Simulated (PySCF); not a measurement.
Gas-phase reaction: 3 (CH3)2SiH2 + 2 c-Si3H6 ⇌ 3 H3SiCCH + 6 SiH4

Computed with PySCF (xtb for GFN2) and rigid-rotor harmonic-oscillator thermochemistry at 1 bar. † marks an energy on the PBE0/def2-TZVP geometry and frequencies; other levels use their own. CCSD(T) freezes the core. 6-31G* has spherical d functions here. All species are closed-shell singlets. B3LYP is the form with VWN-RPA correlation. c-Si3H6: computed as isolated molecules; such fragments, hydroxides, amides, oligomers or adducts are transient or little studied in the gas. CCSD(T) isn't extrapolated to the basis-set limit; its ΔH°(298 K) is 559.9 kJ in def2-SVP and 603.8 kJ in def2-TZVPP. The harmonic model lacks anharmonicity and excited electronic states, which grow with temperature; levels with a mode under 35 cm⁻¹ are left out. Internal rotation in (CH3)2SiH2 is treated as a harmonic vibration of one conformer, which makes the entropy rough.

```tsv
level	ΔE electronic, kJ	ΔH°(298 K), kJ	ΔS°(298 K), J/K	ΔG°(1400 K), kJ
B3LYP/6-31G*	741	619	530	-101
BLYP/def2-TZVP†	604	484	526	-226
CCSD(T)/def2-SVP†	680	560	526	-150
CCSD(T)/def2-TZVPP†	724	604	526	-106
GFN2-xTB	73	-55	508	-758
HF/6-31G*	594	470	539	-261
r2SCAN/def2-TZVP†	852	733	526	23
ωB97M-V/def2-TZVP†	763	643	526	-67
ωB97X-V/def2-TZVP†	807	687	526	-23
```
ΔH° is lowest at GFN2-xTB and highest at r2SCAN/def2-TZVP†. No reference value is set beside these.
